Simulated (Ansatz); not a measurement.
C5H8O, SMILES OC[C@]12C[C@H]1C2, a ranking of conformers

Computed with Ansatz 0.2.0, Python API.

Typed at the interpreter:
```pycon
>>> import ansatz as az
>>> from rdkit import Chem
>>> from rdkit.Chem import AllChem
>>> rd = Chem.AddHs(Chem.MolFromSmiles("OC[C@]12C[C@H]1C2"))
>>> ids = list(AllChem.EmbedMultipleConfs(rd, numConfs=20, randomSeed=656, pruneRmsThresh=0.4))
>>> field = [energy for _, energy in AllChem.MMFFOptimizeMoleculeConfs(rd)]
>>> distinct = {round(e, 2): i for i, e in zip(ids, field)}
>>> chosen = sorted(distinct.items())[:3]
>>> found = []
>>> for force_field, index in chosen:
...     molecule = az.Crystal.molecule()
...     for atom, xyz in zip(rd.GetAtoms(), rd.GetConformer(index).GetPositions()):
...         molecule = molecule.atom(atom.GetSymbol(), xyz.round(5).tolist())
...     base = (
...         molecule.calculation()
...         .basis(gaussian="def2-SVP")
...         .functional("b3lyp")
...         .accuracy("medium")
...     )
...     found.append(base.run(threads=1).report["free_energy_ev"])
...

>>> print("conformer   MMFF (kcal/mol)   this level (eV)")
conformer   MMFF (kcal/mol)   this level (eV)
>>> for (force_field, index), e in zip(chosen, found):
...     print(f"{index:9d} {force_field - chosen[0][0]:17.2f} {(e - min(found)):17.3f}")
...
        0              0.00             0.143
        2              1.58             0.204
        1              1.91             0.000
```

Notes:
- These settings explore the input space; basis and method may be short of convergence.
- The conformers keep their force-field geometries.
- b3lyp holds the VWN-RPA fit, as in Gaussian; the form of ORCA and Turbomole is b3lyp5.
- It ran for 10 s on 1 thread of Intel(R) Xeon(R) Platinum 8488C (Sapphire Rapids) (shared host), peak memory 0.36 GiB.

(Lines on the test bed's own set-up are left out of the output.)
